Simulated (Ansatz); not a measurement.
**H₂S (singlet): the correlation ladder at angle H2–S1–H3 = 141.0°, cc-pVDZ**

Aim: climb from Hartree-Fock through coupled cluster and multireference methods for H₂S (singlet) at one geometry and basis, and see what each rung misses.

Program: Ansatz 0.2.0, Gaussian basis. Level of theory: cc-pVDZ, core rule «outside noble gas», up to 5 orbitals frozen. These are calculated values, not measurements.

Plan: UHF; CCSD(T) on RHF; BCCD(T) on RHF; CISD; CCSDT(Q) on RHF; CCSDTQ on RHF; CASSCF and MRCISD+Q, 2 electrons in 2 orbitals; CASSCF and NEVPT2, 2 electrons in 2 orbitals; CASSCF and MRCISD+Q, 8 electrons in 6 orbitals; CASSCF and NEVPT2, 8 electrons in 6 orbitals; Full CI.

14 further runs of the same task are left out: 11 that didn't finish, 3 set aside as unsound or not needed. Runs told in other sessions of the task aren't counted.

### 1 The system

The geometry derives from a PBE0/def2-TZVP stationary point (not a proven minimum). One angle is set to the value named; bond lengths are kept.

3 atoms, charge 0, spin multiplicity 1.

Atoms are counted from 1 here; the program's logs count them from 0.

Bond lengths: S1–H2 1.341 Å, S1–H3 1.341 Å. Angles: H2–S1–H3 141.0°.

### 2 UHF

File in.yaml:

```yaml
crystal:
  periodic: [false, false, false]
  atoms:
    - {symbol: S, position_ang: [0.000000, -0.026481, 0.000000]}
    - {symbol: H, position_ang: [0.000000, 0.421221, -1.264264]}
    - {symbol: H, position_ang: [0.000000, 0.421216, 1.264266]}
basis:
  gaussian: {orbitals: cc-pVDZ}
magnetization: {spin_polarized: true, initial_magnetization: 0}
hamiltonian: {xc: hf}
output: {orbitals: {seedname: orbitals}}
```

Launch:

```console
$ ansatz run in.yaml --threads 1 --pin off --events-out ev --progress --plain --max-ram 2393MiB
```

After this run come: CCSD(T) on RHF; BCCD(T) on RHF; CISD; CCSDT(Q) on RHF; CCSDTQ on RHF; CASSCF and MRCISD+Q, 2 electrons in 2 orbitals; CASSCF and NEVPT2, 2 electrons in 2 orbitals; CASSCF and MRCISD+Q, 8 electrons in 6 orbitals; CASSCF and NEVPT2, 8 electrons in 6 orbitals; Full CI.

Q: Predict the results of all the runs planned. Wanted: FCI from the RHF energy; RMP2 from FCI; RCCSD from FCI; RCCSD(T) from FCI; RCCSDT(Q) from FCI; NEVPT2 pair from FCI; MRCISD+Q pair from FCI; NEVPT2 valence from FCI; T1 diagnostic.

**Answer**, as computed:

```
                         quantity                                                                           value
          FCI from the RHF energy                                                                      -4.7534 eV
                    RMP2 from FCI                                                                    +70.9 kJ/mol
                   RCCSD from FCI                                                                    +11.2 kJ/mol
                RCCSD(T) from FCI                                                                     +2.0 kJ/mol
               RCCSDT(Q) from FCI                                                                     +0.1 kJ/mol
             NEVPT2 pair from FCI                                                                    +75.0 kJ/mol
           MRCISD+Q pair from FCI                                                                     -1.1 kJ/mol
          NEVPT2 valence from FCI                                                                    +78.5 kJ/mol
levels within 1 kcal/mol (43 meV)  RCCSD(T), BCCD(T), RCCSDT, RCCSDT(Q), RCCSDTQ, MRCISD+Q pair, MRCISD+Q valence
                    T1 diagnostic                                                                           0.008
   effectively unpaired electrons                                                                            0.05
```

RCCSD(T) misses by +2.0 kJ/mol, 0.4 % of the correlation energy. MRCISD+Q pair falls below full CI: the +Q correction isn't variational, and the cores differ from full CI's. One determinant dominates. Of the multireference levels listed MRCISD+Q valence comes nearest in total energy (-0.2 kJ/mol), which doesn't show that its space is the better one. These misses are within one basis, not against nature.
